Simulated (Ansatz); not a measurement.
Start from `ClCC(Cl)Cl` and change one atom or group to get `ClCCCl`.

Ansatz, PBE0-D4/def2-TZVP geometries, multiplicity 1. Each molecule was computed in one conformer, which needn't be the lowest.

```tsv
property	`ClCC(Cl)Cl`
LUMO energy (ωB97M-V/def2-TZVPP) / eV	2.03
size of the dipole moment (ωB97M-V/def2-TZVPP) / D	1.24
HOMO–LUMO gap (PBE/def2-TZVPP) / eV	6.01
LUMO energy (PBE0/def2-TZVPP) / eV	-0.18
size of the dipole moment (PBE/def2-TZVPP) / D	1.19
HOMO–LUMO gap (ωB97M-V/def2-TZVPP) / eV	13.05
```

Task: What does the change do to each property? (Best estimate.)

Result: Computed: 
```json
{"property": "LUMO energy (ωB97M-V/def2-TZVPP) / eV", "`ClCCCl`": "2.52", "shift": "0.49"}
{"property": "size of the dipole moment (ωB97M-V/def2-TZVPP) / D", "`ClCCCl`": "0.00", "shift": "-1.24"}
{"property": "HOMO–LUMO gap (PBE/def2-TZVPP) / eV", "`ClCCCl`": "6.40", "shift": "0.39"}
{"property": "LUMO energy (PBE0/def2-TZVPP) / eV", "`ClCCCl`": "0.32", "shift": "0.50"}
{"property": "size of the dipole moment (PBE/def2-TZVPP) / D", "`ClCCCl`": "0.00", "shift": "-1.19"}
{"property": "HOMO–LUMO gap (ωB97M-V/def2-TZVPP) / eV", "`ClCCCl`": "13.47", "shift": "0.42"}
```

With PBE0 the HOMO rises by 0.10 eV and the LUMO rises by 0.50 eV, so the gap widens by about 0.40 eV. PBE moves the HOMO by 0.07 eV and ωB97M-V by 0.08 eV.
